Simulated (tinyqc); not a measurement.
The basis set: RHF and MP2 along a ladder of basis sets, for HF, spin multiplicity 1. Computed by the program tinyqc with PySCF. 

Geometry (angstrom):

| atom | x | y | z |
|---|---|---|---|
| F | 0.0000 | 0.0000 | 0.0000 |
| H | 0.0000 | 0.0000 | 0.8540 |

Same geometry throughout; the dipole is taken about the origin.

RHF and frozen-core MP2 in a ladder of bases:

| basis | functions | E(RHF) (hartree) | E(MP2 corr) (hartree) | HOMO (eV) | LUMO (eV) | dipole (debye) |
|---|---|---|---|---|---|---|
| sto-3g | 6 | -98.55647 | -0.01472 | -12.705 | 18.978 | 1.351 |
| 3-21g | 11 | -99.45118 | -0.11792 | -16.440 | 7.916 | 2.090 |
| 6-31g | 11 | -99.97760 | -0.12426 | -17.328 | 6.172 | 2.207 |
| 6-31g** | 19 | -100.00714 | -0.17905 | -17.238 | 6.467 | 1.867 |
| cc-pvdz | 19 | -100.01647 | -0.19886 | -17.294 | 5.340 | 1.824 |
| aug-cc-pvdz | 32 | -100.03072 | -0.21859 | -17.889 | 1.019 | 1.811 |
| cc-pvtz | 44 | -100.05567 | -0.26870 | -17.688 | 4.143 | 1.821 |

From cc-pVDZ to cc-pVTZ the RHF energy falls by 39.2 mhartree and the correlation energy by 69.8. If valence correlation converges as X^-3, (27 E(T) - 8 E(D))/19 gives -0.2981 hartree, a rough estimate from such small X that usually falls short; STO-3G holds about 5 % of it. Beyond STO-3G the LUMO moves by 6.9 eV and the HOMO by 1.4 eV; diffuse functions lower the positive LUMO sharply, since an unbound virtual level tracks the most diffuse function.
